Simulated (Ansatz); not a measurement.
A nudged elastic band was laid between two geometries of C$_{4}$H$_{4}$O (9 atoms, charge 0, multiplicity 1).

Theory: UKS PBE0-D4/6-31G* (Ansatz 0.2.0).

| Quantity | Value |
| --- | --- |
| movable images | 5 |
| climbing image | yes |
| spring | 5.0 eV/Å² |
| optimiser | quadratic models (default) |
| start path | through a guess of the saddle point |
| force threshold | 0.05 eV/Å |
| iteration limit | 60 |
| end points | relaxed |

Image 0:

```xyz
9
Properties=species:S:1:pos:R:3
C -0.686 2.154 -0.193
C -0.060 1.123 -0.270
C 0.679 -0.130 -0.351
C 0.037 -1.305 0.338
O 1.738 -0.196 -0.940
H -1.224 3.075 -0.136
H 0.673 -2.185 0.227
H -0.952 -1.499 -0.093
H -0.116 -1.082 1.400
```

Image 6:

```xyz
9
Properties=species:S:1:pos:R:3
C -0.497 1.952 -0.450
C -0.507 0.716 0.002
C 0.614 -0.243 -0.222
C 0.479 -1.563 0.318
O 1.631 0.077 -0.852
H -1.156 2.810 -0.424
H 1.287 -2.268 0.160
H -1.368 0.351 0.573
H -0.397 -1.879 0.877
```

Which bonds break or form, and what moves?

Bonds broken: C4–H8. Bonds formed: C2–H8.

What energy profile does the band end with?

It converged. The highest image is number 2 of 0 to 6, 3.52 eV above the first end and 1.24 eV above the last; the last end lies 2.28 eV above the first. Neighbouring images differ by up to 2.8 eV, so the band resolves the path poorly. A vibrational analysis at the climbing image gives one clearly imaginary mode, 1719i cm⁻¹: a first-order saddle point.

```csv
image,path coordinate (Å),energy (eV),C4–H8 (Å),C2–H8 (Å)
0,0.00,0.00,1.10,2.78
1,0.76,0.75,1.15,2.03
2,1.51,3.52,1.75,1.26
3,2.03,2.76,2.24,1.10
4,2.55,2.41,2.56,1.10
5,3.06,2.30,2.66,1.10
6,3.58,2.28,2.67,1.10
```

What is the geometry of the highest image?


```xyz
9
Properties=species:S:1:pos:R:3
C -0.749 1.951 -0.193
C -0.303 0.792 -0.183
C 0.819 -0.268 -0.309
C 0.263 -1.394 0.400
O 1.748 -0.185 -1.071
H -1.261 2.890 -0.196
H 0.701 -2.385 0.281
H -0.968 -0.273 -0.124
H -0.162 -1.176 1.379
```

Run time: 8.8 min on 2 threads of Intel(R) Xeon(R) Platinum 8259CL CPU @ 2.50GHz (Skylake/Cascade Lake), with other jobs on the host, peak memory 0.26 GiB.
